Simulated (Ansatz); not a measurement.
Ideal-gas functions of HNO₂, SMILES `O=NO` at 500 K and 1 bar, from an Ansatz frequency run at PBE0-D4/def2-TZVP.

Molar mass 47.01 g/mol, point group Cs (symmetry number 1), electronic degeneracy 1, moments of inertia 5.21, 39.104, 44.314 u Å². Harmonic wavenumbers (cm⁻¹, unscaled): 604, 673, 886, 1326, 1820, 3801.

Use S(trans) = R[1.5 ln M + 2.5 ln T − 1.1517]; rotational temperatures θ = 24.2544 K / I; S(rot) = R[ln(√π/σ · √(T³/θAθBθC)) + 1.5]; for each mode x = 1.438777 ν̃/T, S = R[x/(eˣ − 1) − ln(1 − e⁻ˣ)] and H = RT x/(eˣ − 1); 1 cm⁻¹ = 0.0119627 kJ/mol; R = 8.31446 J/(mol·K).

Problem. By hand: the entropy, in J/(mol·K).

Solution. Translation 167.6. Rotation: θ = 4.6554, 0.6203, 0.5473 K, giving 92.8. Vibration, mode by mode: 4.69, 4.01, 2.47, 0.90, 0.28, 0.00, in all 12.4. Electronic 0.0. Sum 272.8 J/(mol·K).

Problem. By hand: H − E and G − E in kJ/mol, counted from the electronic energy.

Solution. Zero-point energy ½ × 9110 × 0.0119627 = 54.5; thermal vibration 4.3; translation, rotation and pV give 4 RT = 16.6. H − E = 75.4 kJ/mol, and G − E = 75.4 − 500 × 272.8/1000 = -61.0 kJ/mol.

Vibration gives 5 % of the entropy. The sum counts one conformer and one mirror image; others add a mixing term.
